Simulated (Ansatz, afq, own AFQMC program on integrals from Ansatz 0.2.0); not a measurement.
# CrCH$_{3}$, sextet: AFQMC among the cluster methods

```xyz
5

Cr   -0.6299    0.0048    0.0038
C     2.0779   -0.0157   -0.0124
H     2.5672   -1.3761   -0.0087
H     2.5896    0.6645    1.1562
H     2.5755    0.6531   -1.1936
```

Connectivity, by distances: Cr ··· C ··· H3.

Basis def2-SVP. Only valence electrons are correlated. Ansatz 0.2.0 and our own AFQMC program on the same integrals; the CISD trial comes from CCSD amplitudes, and released means the phaseless constraint is let go. Error bars are statistical, one sigma. The metal's outer-core s and p shells are frozen, which shifts wave-function levels against functionals.

Determinant: ROHF, the one that the program's search chose, which needn't be the lowest solution. The geometry is a point of a scan.

No full CI on the walks' own integrals is used here; CCSDT(Q) serves as the reference and is uncertain by about the last step of the cluster series.

Cautions: no relativity below Rb; outer-core shells of the metal frozen; lower spins were not checked; higher spins were not checked; a spin-contaminated unrestricted determinant lies lower (UHF 350 meV lower, ⟨S²⟩ 9.32); strong correlation (T1 0.065, weight of the determinant 0.78, largest double 0.07); the released energies have errors that jump between times, so the bars are unsure, so no released level is given (meV from the phaseless value at times in 1/Eh: -14 ± 7 at 0.24, -23 ± 10 at 0.60, -5949 ± 5903 at 1.20, -75 ± 10 at 1.80, -97 ± 26 at 2.60), though the last usable value meets CCSDT(Q) within the noise.

```
T1 diagnostic                               : 0.0648
weight of the determinant in the CISD state : 0.781
size of the correlated space                : 13 electrons in 50 orbitals
```

```csv
level,correlation energy (eV)
MP2,-6.3640
CCSD,-7.3100
CCSD(T),-7.6072
```

Question: Estimate where phaseless AFQMC with a CISD trial lies against CCSD(T) on the same integrals.

Answer: 9.9 ± 9.9 meV above CCSD(T). The gap is under twice the noise, so this walk alone can't tell the two apart.

Reference: CCSDT(Q), correlation energy -7.661 eV.

```json
{"level": "CCSD(T)", "E − E(reference) (meV)": "53.5", "share of correlation (%)": "99.30"}
{"level": "CCSDT", "E − E(reference) (meV)": "15.7", "share of correlation (%)": "99.79"}
{"level": "ph-AFQMC/CISD", "E − E(reference) (meV)": "63.5 ± 9.9", "share of correlation (%)": "99.17"}
```

A walk keeps the symmetry of its determinant, which the program's search chose and which needn't be the lowest solution, so a lower state of the same spin and another symmetry isn't excluded.
